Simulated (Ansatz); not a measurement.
Geometry optimisation, UKS CAM-B3LYP-D4/def2-SVP in Ansatz 0.2.0.

The input (input.yaml):

```yaml
crystal:
  periodic: [false, false, false]
  atoms:
    - { symbol: B, position_ang: [-0.001352, -1.5e-05, -0.3679] }
    - { symbol: H, position_ang: [-0.002811, -0.002069, 2.016535] }
    - { symbol: H, position_ang: [1.103669, 0.000266, -0.837407] }
    - { symbol: H, position_ang: [-1.103796, 0.000267, -0.844148] }
    - { symbol: F, position_ang: [0.00429, 0.001551, 2.94292] }
magnetization:
  spin_polarized: true
  initial_magnetization: 1
basis:
  gaussian: { orbitals: def2-SVP }
hamiltonian:
  xc: cam_b3lyp
  dispersion: d4
relax:
  f_tol: 0.03
  max_steps: 50
```

Launched with:

```bash
$ ansatz run input.yaml --threads 2 --pin off --max-ram 3072MiB --backend cpu --events-out ev --progress --plain --runs-dir out
```

Where does it end, and by what steps?

It converged. The force dipped under the threshold on the way, but the program's further checks kept it going. After 24 steps the energy has fallen by 0.331 eV; F5 moved furthest, 1.24 Å.

```json
{"step": "0", "energy less start (eV)": "0.0000", "largest force component (eV/Å)": "0.372", "accepted": "yes"}
{"step": "1", "energy less start (eV)": "-0.0405", "largest force component (eV/Å)": "0.493", "accepted": "yes"}
{"step": "2", "energy less start (eV)": "-0.0445", "largest force component (eV/Å)": "0.079", "accepted": "yes"}
{"step": "3", "energy less start (eV)": "-0.0447", "largest force component (eV/Å)": "0.014", "accepted": "yes"}
{"step": "4", "energy less start (eV)": "-0.0447", "largest force component (eV/Å)": "0.008", "accepted": "yes"}
{"step": "5", "energy less start (eV)": "-0.0448", "largest force component (eV/Å)": "0.036", "accepted": "yes"}
{"step": "6", "energy less start (eV)": "-0.0453", "largest force component (eV/Å)": "0.111", "accepted": "yes"}
{"step": "7", "energy less start (eV)": "-0.0473", "largest force component (eV/Å)": "0.488", "accepted": "yes"}
{"step": "8", "energy less start (eV)": "0.2223", "largest force component (eV/Å)": "3.432", "accepted": "no"}
{"step": "9", "energy less start (eV)": "-0.0608", "largest force component (eV/Å)": "0.521", "accepted": "yes"}
{"step": "10", "energy less start (eV)": "-0.0798", "largest force component (eV/Å)": "0.401", "accepted": "yes"}
{"step": "11", "energy less start (eV)": "-0.0778", "largest force component (eV/Å)": "1.299", "accepted": "no"}
{"step": "12", "energy less start (eV)": "-0.0959", "largest force component (eV/Å)": "0.374", "accepted": "yes"}
{"step": "13", "energy less start (eV)": "-0.1147", "largest force component (eV/Å)": "0.484", "accepted": "yes"}
{"step": "14", "energy less start (eV)": "-0.1441", "largest force component (eV/Å)": "0.447", "accepted": "yes"}
{"step": "15", "energy less start (eV)": "-0.1903", "largest force component (eV/Å)": "0.332", "accepted": "yes"}
{"step": "16", "energy less start (eV)": "-0.2204", "largest force component (eV/Å)": "1.748", "accepted": "yes"}
{"step": "17", "energy less start (eV)": "-0.3017", "largest force component (eV/Å)": "0.788", "accepted": "yes"}
{"step": "18", "energy less start (eV)": "-0.3082", "largest force component (eV/Å)": "0.313", "accepted": "yes"}
{"step": "19", "energy less start (eV)": "-0.3185", "largest force component (eV/Å)": "0.116", "accepted": "yes"}
{"step": "20", "energy less start (eV)": "-0.3219", "largest force component (eV/Å)": "0.192", "accepted": "yes"}
{"step": "21", "energy less start (eV)": "-0.3232", "largest force component (eV/Å)": "0.550", "accepted": "yes"}
{"step": "22", "energy less start (eV)": "-0.3308", "largest force component (eV/Å)": "0.091", "accepted": "yes"}
{"step": "23", "energy less start (eV)": "-0.3308", "largest force component (eV/Å)": "0.088", "accepted": "yes"}
{"step": "24", "energy less start (eV)": "-0.3309", "largest force component (eV/Å)": "0.027", "accepted": "yes"}
```

```xyz
5
Properties=species:S:1:pos:R:3
B 0.000 -0.154 -0.042
H -0.016 -0.584 2.001
H 1.093 0.193 -0.395
H -1.081 0.226 -0.399
F 0.003 0.319 1.744
```

Run time: 19 s on 2 threads of Arm Neoverse V1, on a shared host, peak memory 0.11 GiB.
